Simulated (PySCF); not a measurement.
Sulfur: a sound run and one with changed settings

Sound run: S [Ne] 3s2 3p4, S+ [Ne] 3s2 3p3. Computed with PySCF 2.14 in def2-TZVP, with no relativity, point nucleus. The sound run starts from symmetry-adapted Hartree-Fock orbitals and uses a fine grid where one is needed.

Changed run: initial guess 1e, at most 8 SCF cycles. This setting is unsound on purpose.

```tsv
species	method	sound run (hartree)	changed run (hartree)	converged
S	UHF	-397.50196	-397.50196	no
S	PBE	-397.93833	-397.93833	yes
S	M06-L	-398.10428	-398.10428	no
S+	UHF	-397.16268	-397.16268	no
S+	PBE	-397.55541	-397.55541	yes
S+	M06-L	-397.72827	-397.72827	yes
```

Ionisation energy of S:

```csv
method,sound run (eV),changed run (eV)
PBE,10.420,10.420
```

The SCF was stopped early; the energies are upper bounds that still move, and correlated levels were skipped or rest on poor orbitals.

For comparison, NIST gives 10.360 eV between the lowest levels.
